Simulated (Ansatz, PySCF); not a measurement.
Species: C$_{3}$H$_{7}$ (charge 0, doublet). It need not be the lowest isomer of its formula. SMILES: [CH](C)C
Geometry: optimised at B3LYP-D3(BJ)/def2-TZVP (Ansatz, a quantum-chemistry and plane-wave program).

Quantity: vertical ionisation energy (to the singlet state of charge +1; each state is the SCF solution reached for its spin), in eV. Correlated levels leave the core frozen unless marked. UHF or UKS for open shells. Spin-orbit coupling is left out. Non-relativistic. 

```json
[
 {"level": "RI-HF/aug-cc-pVTZ", "program": "Ansatz", "vertical ionisation energy (eV)": "7.14"},
 {"level": "SVWN5/def2-TZVPD", "program": "Ansatz", "vertical ionisation energy (eV)": "7.56"},
 {"level": "PBE/def2-TZVPD", "program": "Ansatz", "vertical ionisation energy (eV)": "7.58"},
 {"level": "r2SCAN/def2-TZVPD", "program": "Ansatz", "vertical ionisation energy (eV)": "7.76"},
 {"level": "B3LYP/def2-TZVPD", "program": "Ansatz", "vertical ionisation energy (eV)": "7.68"},
 {"level": "PBE0/def2-TZVPD", "program": "Ansatz", "vertical ionisation energy (eV)": "7.72"},
 {"level": "CAM-B3LYP/def2-TZVPD", "program": "Ansatz", "vertical ionisation energy (eV)": "7.75"},
 {"level": "wB97M-V/def2-TZVPD", "program": "Ansatz", "vertical ionisation energy (eV)": "7.56"},
 {"level": "wB97X-V/def2-TZVPD", "program": "Ansatz", "vertical ionisation energy (eV)": "7.62"},
 {"level": "MP2/aug-cc-pVDZ", "program": "Ansatz", "vertical ionisation energy (eV)": "7.63"},
 {"level": "RI-MP2/aug-cc-pVTZ", "program": "Ansatz", "vertical ionisation energy (eV)": "7.73"},
 {"level": "SCS-MP2/aug-cc-pVDZ", "program": "Ansatz", "vertical ionisation energy (eV)": "7.54"},
 {"level": "CCSD/aug-cc-pVDZ", "program": "Ansatz", "vertical ionisation energy (eV)": "7.63"},
 {"level": "CCSD(T)/aug-cc-pVDZ", "program": "Ansatz", "vertical ionisation energy (eV)": "7.63"}
]
```

For comparison, minus the highest occupied orbital energy (PySCF): 6.39 eV at M06-2X/def2-TZVPD, 4.05 eV at PBE/def2-TZVPD, 8.83 eV at HF/def2-TZVPD.
